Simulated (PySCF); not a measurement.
PySCF input (PBE/aug-cc-pV5Z):

```python
import numpy as np, basis_set_exchange as bse
from pyscf import gto, scf, dft, df
from pyscf.prop.polarizability import rks as pol

basis = {'H': gto.basis.parse(bse.get_basis('aug-cc-pV5Z', elements=['H'], fmt='nwchem'))}
mol = gto.M(
    atom='''
    H    -0.00000000   -0.00000000   -0.37201156
    H     0.00000000    0.00000000    0.37201156
    ''',
    basis=basis,
    charge=0,
    verbose=4,
    max_memory=2160,
)
mf = dft.RKS(mol, xc='pbe')
mf.grids.level = 3
mf = mf.density_fit(auxbasis=df.autoaux(mol))
mf.conv_tol = 1e-9
mf.max_cycle = 100
print('smallest overlap eigenvalue', np.linalg.eigvalsh(mol.intor('int1e_ovlp'))[0])
mf.kernel()
dip = mf.dip_moment()
p = pol.Polarizability(mf)
p.max_cycle_cphf = 60
alpha = p.polarizability()
print('polarisability/bohr^3', alpha.trace() / 3)
```

Output:

```
PySCF version 2.14.0

[INPUT] verbose = 4
[INPUT] num. atoms = 2
[INPUT] num. electrons = 2
[INPUT] charge = 0
[INPUT] spin (= nelec alpha-beta = 2S) = 0
[INPUT] symmetry False subgroup None
[INPUT] Mole.unit = angstrom
[INPUT] Symbol           X                Y                Z      unit          X                Y                Z       unit  Magmom
[INPUT]  1 H      0.000000000000   0.000000000000  -0.372011560000 AA    0.000000000000   0.000000000000  -0.702999963572 Bohr   0.0
[INPUT]  2 H      0.000000000000   0.000000000000   0.372011560000 AA    0.000000000000   0.000000000000   0.702999963572 Bohr   0.0

nuclear repulsion = 0.711237590197466
number of shells = 20
number of NR pGTOs = 166
number of NR cGTOs = 160
basis = {'H': [[0, [402.0, 0.0, 0.0, 0.000279, 0.0, 0.0], [60.24, 0.0, 0.0, 0.002165, 0.0, 0.0], [13.73, 0.0, 0.0, 0.011201, 0.0, 0.0], [3.905, 0.0, 0.0, 0.044878, 0.0, 0.0], [1.283, 1.0, 0.0, 0.142299, 0.0, 0.0], [0.4655, 0.0, 1.0, 0.330979, 0.0, 0.0], [0.1811, 0.0, 0.0, 0.436269, 1.0, 0.0], [0.07279, 0.0, 0.0, 0.17644, 0.0, 1.0]], [0, [0.0207, 1.0]], [1, [4.516, 1.0, 0.0, 0.0, 0.0], [1.712, 0.0, 1.0, 0.0, 0.0], [0.649, 0.0, 0.0, 1.0, 0.0], [0.246, 0.0, 0.0, 0.0, 1.0]], [1, [0.0744, 1.0]], [2, [2.95, 1.0, 0.0, 0.0], [1.206, 0.0, 1.0, 0.0], [0.493, 0.0, 0.0, 1.0]], [2, [0.156, 1.0]], [3, [2.506, 1.0, 0.0], [0.875, 0.0, 1.0]], [3, [0.274, 1.0]], [4, [2.358, 1.0]], [4, [0.543, 1.0]]]}
ecp = {}
ETB for H: l = 0, exps = 0.0414 * 1.8^n , n = 0..15
ETB for H: l = 1, exps = 0.09509999999999999 * 2^n , n = 0..7
ETB for H: l = 2, exps = 0.1488 * 2.2^n , n = 0..6
ETB for H: l = 3, exps = 0.2304 * 2.2^n , n = 0..5
ETB for H: l = 4, exps = 0.312 * 2.2^n , n = 0..4
ETB for H: l = 5, exps = 0.43000000000000005 * 2.3^n , n = 0..4
smallest overlap eigenvalue 5.770591332473288e-06

******** <class 'pyscf.df.df_jk.DFRKS'> ********
method = DFRKS
initial guess = minao
damping factor = 0
level_shift factor = 0
DIIS = <class 'pyscf.scf.diis.CDIIS'>
diis_start_cycle = 1
diis_space = 8
diis_damp = 0
SCF conv_tol = 1e-09
SCF conv_tol_grad = None
SCF max_cycles = 100
direct_scf = False
XC library pyscf.dft.libxc version 7.1.2
    S. Lehtola, C. Steigemann, M. J. T. Oliveira, and M. A. L. Marques,  SoftwareX 7, 1–5 (2018)
XC functionals = pbe
    J. P. Perdew, K. Burke, and M. Ernzerhof,  Phys. Rev. Lett. 77, 3865 (1996)
    J. P. Perdew, K. Burke, and M. Ernzerhof,  Phys. Rev. Lett. 78, 1396 (1997)
    J. P. Perdew, K. Burke, and M. Ernzerhof,  Phys. Rev. Lett. 77, 3865 (1996)
    J. P. Perdew, K. Burke, and M. Ernzerhof,  Phys. Rev. Lett. 78, 1396 (1997)
radial grids:
    Treutler-Ahlrichs [JCP 102, 346 (1995); DOI:10.1063/1.469408] (M4) radial grids

becke partition: Becke, JCP 88, 2547 (1988); DOI:10.1063/1.454033
pruning grids: <function nwchem_prune>
grids dens level: 3
symmetrized grids: False
atomic radii adjust function: <function treutler_atomic_radii_adjust>
small_rho_cutoff = 0
Set gradient conv threshold to 3.16228e-05
Initial guess from minao.
tot grids = 19616
init E= -0.962746764554308
  HOMO = -0.426084273551938  LUMO = -0.00150368144321233  gap/eV = 11.55343
cycle= 1 E= -1.16528186153076  delta_E= -0.203  |g|= 0.059  |ddm|= 2.54
  HOMO = -0.364864881536448  LUMO = 0.0126768504677828  gap/eV = 10.27343
cycle= 2 E= -1.16652481352482  delta_E= -0.00124  |g|= 0.0207  |ddm|= 0.327
  HOMO = -0.381144795620625  LUMO = 0.00874386070655259  gap/eV = 10.60941
cycle= 3 E= -1.16670546414381  delta_E= -0.000181  |g|= 0.000166  |ddm|= 0.0775
  HOMO = -0.380985129751675  LUMO = 0.00878183514969816  gap/eV = 10.60610
cycle= 4 E= -1.16670547556428  delta_E= -1.14e-08  |g|= 6.35e-06  |ddm|= 0.000829
  HOMO = -0.380991982079773  LUMO = 0.00877873355442332  gap/eV = 10.60620
cycle= 5 E= -1.16670547558086  delta_E= -1.66e-11  |g|= 1.76e-07  |ddm|= 2.6e-05
  HOMO = -0.380991788805605  LUMO = 0.00877878382290942  gap/eV = 10.60620
Extra cycle  E= -1.16670547558087  delta_E= -1.07e-14  |g|= 5.3e-08  |ddm|= 7.91e-07
converged SCF energy = -1.16670547558087
Dipole moment(X, Y, Z, Debye): -0.00000, -0.00000, -0.00000
Isotropic polarizability 5.7049323832
Polarizability anisotropy 1.89380812427
polarisability/bohr^3 5.704932383197022
```
